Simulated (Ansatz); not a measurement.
Basis sets compared for the cluster NaLi₂ (the lowest doublet isomer of a short search). Charge 0, multiplicity 2. Geometry PBE/def2-TZVP. Ansatz on 4 threads of Arm Neoverse V2 on a shared host; times are rough, and most runs start from earlier orbitals.

```xyz
3

Li    1.368    0.246   -0.638
Li   -0.336    1.422    1.200
Na   -1.032   -1.669   -0.562
```

B3LYP takes the VWN-RPA correlation. At r2SCAN/def2-TZVP the charge 0 doublet is spin-contaminated (final ⟨S²⟩ up to 0.83, 0.75 for a pure state). The structure comes from a short search, and lower isomers may exist.

```tsv
level	functions	energy (Eh)	HOMO (eV)	LUMO (eV)	wall time
PBE/def2-SVP	33	-177.0602	-2.53	-1.95	0.45 s
PBE/def2-TZVP	60	-177.1345	-2.57	-2.00	0.55 s
r2SCAN/def2-TZVP	60	-177.2507	-2.64	-1.75	1.4 s
B3LYP/6-31G	31	-177.3074	-2.85	-1.55	0.75 s
B3LYP/def2-TZVP	60	-177.3224	-2.86	-1.57	0.6 s
PBE0/def2-SVP	33	-177.0837	-2.99	-1.46	0.65 s
PBE0/def2-TZVP (with forces)	60	-177.1570	-3.03	-1.51	2.2 s
```

(1) Estimate the rows for PBE/def2-TZVPD, r2SCAN/def2-TZVPD, PBE0/def2-TZVPD.

Answers

(1) 
| level | functions | energy (Eh) | HOMO (eV) | LUMO (eV) | wall time |
| --- | --- | --- | --- | --- | --- |
| PBE/def2-TZVPD | 69 | -177.1348 | -2.58 | -2.02 | 0.7 s |
| r2SCAN/def2-TZVPD | 69 | -177.2508 | -2.65 | -1.76 | 2.9 s |
| PBE0/def2-TZVPD | 69 | -177.1572 | -3.03 | -1.53 | 0.7 s |
